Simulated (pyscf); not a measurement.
HO–Si(F)(F)–F + HF → HO–Si(F)(F)–F + HF (four-centre exchange; singlet surface; F–Si, F–H broken, F–Si, F–H formed). Structures and frequencies: ωB97X-D3(BJ)/def2-SVP in PySCF. Energies in kJ/mol from the separated reactants.

```tsv
level	barrier	reaction energy
PBE/def2-TZVP	92.1	0.0
r²SCAN/def2-TZVP	95.0	0.0
B3LYP-D3(BJ)/def2-TZVP	[?]	0.0
PBE0-D3(BJ)/def2-TZVP	[?]	0.0
M06-2X/def2-TZVP	108.8	0.0
HF/def2-TZVP	180.4	0.0
```

Task: Complete the blanks.

Result: 
- B3LYP-D3(BJ)/def2-TZVP, barrier: 111.8
- PBE0-D3(BJ)/def2-TZVP, barrier: 103.4

The functionals in the table span 19.7 kJ/mol in this barrier, from PBE to B3LYP-D3(BJ). On the reactant side the descent ends in a complex, 25.3 kJ/mol under the separated species and 135.2 kJ/mol under the saddle at ωB97X-D3(BJ)/def2-TZVP. The same reactants have a lower exit, to F–Si(F)(F)–F + H₂O (barrier +64.8 kJ/mol at ωB97M-D3(BJ)/def2-TZVP, against +107.6 kJ/mol here). One saddle was located; it need not be the lowest between these sides.
